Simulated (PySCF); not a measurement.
O3, SMILES [O+](=O)[O-].

The structure is a stationary point at PBE0-D3(BJ)/def2-TZVP. The molecule may have multireference character, which single-reference levels describe poorly.

Two levels are set side by side: TDA-PBE/def2-TZVPD (PySCF) and TDA-PBE0/def2-TZVPD (PySCF). Vertical, same geometry. The lowest singlet is HOMO→LUMO 100 % with PBE and HOMO→LUMO 100 % with the other functional; states are paired by order. Differences are taken from unrounded values.

```json
[
 {"quantity": "lowest singlet excitation (eV)", "TDA-PBE": "2.37"},
 {"quantity": "lowest triplet excitation (TDA) (eV)", "TDA-PBE": "1.46"},
 {"quantity": "first bright state (f over 0.05) (eV)", "TDA-PBE": "6.79"},
 {"quantity": "its oscillator strength", "TDA-PBE": "0.15"}
]
```

Q: These are the TDA-PBE values. What does TDA-PBE0 give? (The exact figures need the calculation; the answer reports its results.)

A: 
```tsv
quantity	TDA-PBE0	TDA-PBE minus TDA-PBE0
lowest singlet excitation (eV)	2.30	0.07
lowest triplet excitation (TDA) (eV)	1.35	0.11
first bright state (f over 0.05) (eV)	6.60	0.19
its oscillator strength	0.22	-0.07
```

Rough cost on one machine, each run with all the roots and properties that it gave: TDA-PBE0 against TDA-PBE about 2 times.
